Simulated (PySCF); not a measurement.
Atom-mapped SMILES (the numbers label the heavy atoms): `[CH2:1]=[CH:2][C:3]([NH2:4])=[O:5]`. Each H is labelled by its parent atom. Ha(C1) is cis to C3; Ha(N4) is cis to the C=O or C=S heteroatom; Hb(C1) is trans to C3; Hb(N4) is trans to the C=O or C=S heteroatom.

Geometry: PBE0-D3(BJ)/def2-TZVP; GIAO absolute shieldings from PySCF 2.14.0 with density-fitted response routines, gas phase, non-relativistic, averaged over equivalent atoms.

At B97-2/pcSseg-2 (250 basis functions, 39 s wall time on 1 thread of an Arm Neoverse N1, shared host):
| atoms | σ (ppm) |
| --- | --- |
| C3 | 17.3 |
| C1 | 46.5 |
| C2 | 49.0 |
| N4 | 151.1 |
| O5 | -38.6 |
| Ha(C1) | 24.63 |
| H(C2) | 25.38 |
| Hb(C1) | 25.67 |
| Hb(N4) | 26.78 |
| Ha(N4) | 26.94 |

Task: What do these become at KT3/pcSseg-2?

Result: 
```csv
atoms,σ at KT3/pcSseg-2,change
C3,25.3,+8.0
C1,54.9,+8.4
C2,55.2,+6.2
N4,151.6,+0.5
O5,-20.2,+18.4
Ha(C1),24.91,+0.28
H(C2),25.44,+0.06
Hb(C1),25.94,+0.27
Hb(N4),26.74,-0.04
Ha(N4),27.03,+0.09
```

The largest change is at O5 (amide-type carbonyl oxygen). Cost: 250 basis functions, 54 s wall time on 1 thread of an Arm Neoverse N1, shared host. The order of the carbon signals is the same at both levels.

The C=O carbon of an acid or of an amide with N–H lies up to 10 ppm further downfield in solution, through hydrogen bonding that the calculation lacks.
